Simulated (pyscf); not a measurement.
H₂S + Cl–GaH₂ → HS–GaH₂ + hydrogen chloride (HCl) (four-centre exchange; singlet surface; H–S, Cl–Ga broken, Ga–S, Cl–H formed). Optimised with ωB97X-D3(BJ)/def2-SVP in PySCF. Correlated levels are frozen-core, on RHF or UHF. ΔMP2 is the change of the MP2 total energy from the triple- to the quadruple-zeta basis. Energies in eV from the separated reactants.

```
level                             barrier  reaction energy
--------------------------------  -------  ---------------
PBE/def2-TZVP                       -0.05            +0.25
B3LYP-D3(BJ)/def2-TZVP               0.14            +0.30
PBE0-D3(BJ)/def2-TZVP                0.00            +0.27
MP2/def2-QZVPP                       0.10            +0.25
CCSD/def2-TZVPP                      0.36            +0.29
CCSD(T)/def2-TZVPP                   0.23            +0.26
CCSD(T)/def2-TZVPP + ΔMP2(QZVPP)     0.21            +0.26
```

On the reactant side the descent ends in an adduct with a Ga–S contact, 0.69 eV under the separated species and 0.76 eV under the saddle at ωB97X-D3(BJ)/def2-TZVP. On the product side the descent ends in a complex, 0.32 eV under the separated species and 0.12 eV under the saddle at ωB97X-D3(BJ)/def2-TZVP. At PBE the saddle lies under the separated reactants, which points to a path from their complex (located at ωB97X-D3(BJ) alone). At PBE, B3LYP-D3(BJ), PBE0-D3(BJ), MP2, CCSD(T), CCSD(T) the saddle lies under the separated products, which points to a path from their complex (located at ωB97X-D3(BJ) alone), and parting the products costs more than the saddle. What is counted as formed (Ga–S) is already present as a longer contact in the reactant adduct; forming that adduct is a step of its own. At ωB97X-D3(BJ) the barrier from the zero used here is 0.07 eV. One saddle was located; it need not be the lowest between these sides. The CCSD(T) − MP2 part came from Ansatz, without density fitting, on the same reference. The frozen core leaves the outer d or s,p core shells of the metals and heavy elements correlated in the MP2 and CC values, and def2-TZVPP describes them poorly, which can shift differences by a few kcal/mol. Elements up to Kr have no core potential and no relativistic terms here.
